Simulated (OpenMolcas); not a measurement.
# PH (SMILES [PH]): levels of theory compared

Wanted: a comparison of 6 runs (UHF/6-31G*, U-r2SCAN/6-31G*, UB3LYP/6-31G*, UM06-2X/6-31G*, UPBE0/6-31G*, USVWN5/6-31G*) of PH. 

The results are computed with OpenMolcas 26.06.

2 further runs of the same task are left out: 2 set aside as unsound or not needed.

## (1) The system as given

The species is PH (2 atoms), meant as a triplet with charge 0. SMILES: `[PH]`. The P1–H2 distance was set to 3.571 Å, away from the relaxed value.

## (2) The energy at UHF/6-31G(d) (spherical functions) (run 1)

File run.inp:

```
* HP Hartree-Fock

&GATEWAY
  BasLib=$CurrDir
  Coord
  2
  angstrom
  P        0.000000       0.000000      -2.157020
  H        0.000000       0.000000       1.413680
  Basis=6-31Gs
  Group=NoSym

&SEWARD

&SCF
  UHF
  Spin=3
  Thresholds=1e-10 1e-07 1e-07 1e-05
  PrOrbitals=1 1
```

The basis set 6-31G* is read from a file made from the Basis Set Exchange's data (not shown).

Started as:

```console
$ export MOLCAS_MEM=1860
$ pymolcas run.inp > run.log
```

The log of the run:

```text
--- Start Module: gateway ---
[...]
--- Stop Module: gateway /rc=_RC_ALL_IS_WELL_ ---
--- Start Module: seward ---
[...]
      Basis functions           20
--- Stop Module: seward /rc=_RC_ALL_IS_WELL_ ---
--- Start Module: scf ---
[...]
       Convergence after  18 Iterations
[...]
::    Total SCF energy                               -341.1525053935
[...]
      Total spin, S                                     1.3057193904
[...]
      Total electronic charge=   16.000000
      Total            charge=   -0.000000
[...]
      Dipole Moment (debye):
      Origin of the operator (angstrom)=    0.0000    0.0000   -2.0445
                   X=  6.8146E-16               Y= -4.4224E-16               Z= -1.1751E-02           Total=  1.1751E-02
      Quadrupole Moment (debye*angstrom):
[...]
--- Stop Module: scf /rc=_RC_ALL_IS_WELL_ ---
[...]
```

It took 2.5 s on 1 thread of Intel Xeon Platinum 8259CL at 2.50GHz (Skylake/Cascade Lake), shared host; peak memory 0.37 GiB.

## (3) A single-point energy at U-r2SCAN/6-31G(d) (spherical functions) (run 2)

File run.inp:

```
* HP Kohn-Sham DFT
>>> EXPORT MOLCAS_PRINT=2
&GATEWAY
BasLib=$CurrDir
Coord
2
angstrom
P        0.000000       0.000000      -2.157020
H        0.000000       0.000000       1.413680
Basis=6-31Gs
Group=NoSym
&SEWARD
GridInput
Grid=UltraFine
End of Grid
&SCF
UHF
Spin=3
KSDFT=2
1.0 MGGA_X_R2SCAN
1.0 MGGA_C_R2SCAN
Thresholds=1e-10 1e-07 1e-07 1e-05
PrOrbitals=1 1
```

The basis set 6-31G* is read from a file made from the Basis Set Exchange's data (not shown).

Started as:

```console
$ export MOLCAS_MEM=1860
$ pymolcas run.inp > run.log
```

The log of the run:

```text
--- Start Module: gateway ---
[...]
--- Stop Module: gateway /rc=_RC_ALL_IS_WELL_ ---
--- Start Module: seward ---
[...]
      Basis functions           20
--- Stop Module: seward /rc=_RC_ALL_IS_WELL_ ---
[...]
--- Start Module: scf ---
[...]
       Convergence after  18 Iterations
[...]
::    Total KS-DFT energy                            -341.6889656087
[...]
      Total spin, S                                     1.2926982797
[...]
      Total electronic charge=   16.000000
      Total            charge=   -0.000000
[...]
      Dipole Moment (debye):
      Origin of the operator (angstrom)=    0.0000    0.0000   -2.0445
                   X=  1.4226E-15               Y=  1.8719E-15               Z= -1.2548E-01           Total=  1.2548E-01
      Quadrupole Moment (debye*angstrom):
[...]
--- Stop Module: scf /rc=_RC_ALL_IS_WELL_ ---
[...]
```

Wall time 8.1 s (1 thread of Intel Xeon Platinum 8259CL at 2.50GHz (Skylake/Cascade Lake), shared host); peak memory 0.37 GiB.

## (4) A single-point energy at UB3LYP/6-31G(d) (spherical functions) (run 3)

File run.inp:

```
>>> EXPORT MOLCAS_PRINT=2

&gateway
 baslib=$CurrDir
 coord
 2
 angstrom
 P        0.000000       0.000000      -2.157020
 H        0.000000       0.000000       1.413680
 basis=6-31Gs
 group=NoSym

&seward
 gridinput
 Grid=UltraFine
 End of Grid

&scf
 uhf
 spin=3
 ksdft=B3LYP
 thresholds=1e-10 1e-07 1e-07 1e-05
 prorbitals=1 1
```

The basis set 6-31G* is read from a file made from the Basis Set Exchange's data (not shown).

Started as:

```console
$ export MOLCAS_MEM=1860
$ pymolcas run.inp > run.log
```

The log of the run:

```text
--- Start Module: gateway ---
[...]
--- Stop Module: gateway /rc=_RC_ALL_IS_WELL_ ---
--- Start Module: seward ---
[...]
      Basis functions           20
--- Stop Module: seward /rc=_RC_ALL_IS_WELL_ ---
--- Start Module: scf ---
[...]
       Convergence after  16 Iterations
[...]
::    Total KS-DFT energy                            -341.7574775550
[...]
      Total spin, S                                     1.2947690594
[...]
      Total electronic charge=   16.000000
      Total            charge=   -0.000000
[...]
      Dipole Moment (debye):
      Origin of the operator (angstrom)=    0.0000    0.0000   -2.0445
                   X=  6.5926E-16               Y=  3.4291E-16               Z= -1.1012E-02           Total=  1.1012E-02
      Quadrupole Moment (debye*angstrom):
[...]
--- Stop Module: scf /rc=_RC_ALL_IS_WELL_ ---
[...]
```

Wall time 6.3 s (1 thread of Intel Xeon Platinum 8259CL at 2.50GHz (Skylake/Cascade Lake), shared host); peak memory 0.37 GiB.

Runs 4 to 5 aren't shown in full; the table further down has their settings and results.

## (5) The energy at USVWN5/6-31G(d) (spherical functions) (run 6)

File run.inp:

```
* HP Kohn-Sham DFT

&GATEWAY
  BasLib=$CurrDir
  Coord
  2
  angstrom
  P        0.000000       0.000000      -2.157020
  H        0.000000       0.000000       1.413680
  Basis=6-31Gs
  Group=NoSym

&SEWARD
  GridInput
  Grid=UltraFine
  End of Grid

&SCF
  UHF
  Spin=3
  KSDFT=SVWN5
  Thresholds=1e-10 1e-07 1e-07 1e-05
  PrOrbitals=1 1
```

The basis set 6-31G* is read from a file made from the Basis Set Exchange's data (not shown).

Started as:

```console
$ export MOLCAS_MEM=1860
$ pymolcas run.inp > run.log
```

The log of the run:

```text
--- Start Module: gateway ---
[...]
--- Stop Module: gateway /rc=_RC_ALL_IS_WELL_ ---
--- Start Module: seward ---
[...]
      Basis functions           20
--- Stop Module: seward /rc=_RC_ALL_IS_WELL_ ---
[...]
--- Start Module: scf ---
[...]
       Convergence after  21 Iterations
[...]
::    Total KS-DFT energy                            -340.4398805871
[...]
      Total spin, S                                     1.2864311174
[...]
      Total electronic charge=   16.000000
      Total            charge=   -0.000000
[...]
      Dipole Moment (debye):
      Origin of the operator (angstrom)=    0.0000    0.0000   -2.0445
                   X= -7.1256E-18               Y=  2.2667E-16               Z= -7.2529E-03           Total=  7.2529E-03
      Quadrupole Moment (debye*angstrom):
[...]
--- Stop Module: scf /rc=_RC_ALL_IS_WELL_ ---
[...]
```

It took 5.4 s on 1 thread of Intel Xeon Platinum 8259CL at 2.50GHz (Skylake/Cascade Lake), shared host; peak memory 0.37 GiB.

## (6) The series

| run | level | integration grid | energy (Eh) | dipole moment (D) | HOMO energy (eV) | LUMO energy (eV) | wall time |
| --- | --- | --- | --- | --- | --- | --- | --- |
| 1 | UHF/6-31G* (spherical functions) | – | -341.152505 | 0.01 | -9.67 | 0.68 | 2.5 s |
| 2 | U-r2SCAN/6-31G* (spherical functions) | UltraFine | -341.688966 | 0.13 | -6.12 | -4.14 | 8.1 s |
| 3 | UB3LYP/6-31G* (spherical functions) | UltraFine | -341.757478 | 0.01 | -7.05 | -3.08 | 6.3 s |
| 4 | UM06-2X/6-31G* (spherical functions) | UltraFine | -341.680559 | 17.05 | -8.03 | -7.64 | 23 s |
| 5 | UPBE0/6-31G* (spherical functions) | UltraFine | -341.611759 | 0.04 | -7.47 | -2.54 | 6.3 s |
| 6 | USVWN5/6-31G* (spherical functions) | UltraFine | -340.439881 | 0.01 | -6.20 | -3.98 | 5.4 s |

## (7) Results

| quantity | value |
| --- | --- |
| run 6: total energy | -340.43988 Eh |
| run 6: dipole moment | 0.01 D |
| run 6: HOMO energy (highest over α and β) | -6.20 eV |
| run 6: LUMO energy (lowest over α and β) | -3.98 eV |
| run 6: ⟨S²⟩ | 2.941 |

In words: The dipole moment (its size) runs from 0.01 D (USVWN5/6-31G*) to 17.05 D (UM06-2X/6-31G*). So wide a spread suggests that the runs ended on unlike SCF solutions, not only an effect of the method. Totals of different functionals can't be ranked against each other. Spin contamination of the reference: run 1 ⟨S²⟩ = 3.01, run 4 ⟨S²⟩ = 2.98, run 5 ⟨S²⟩ = 2.98, run 3 ⟨S²⟩ = 2.97, run 2 ⟨S²⟩ = 2.96, run 6 ⟨S²⟩ = 2.94. Where it is this large, the reference is a mixture of spin states, and values that rest on it are in doubt. All runs together took 51 s, the longest 23 s.
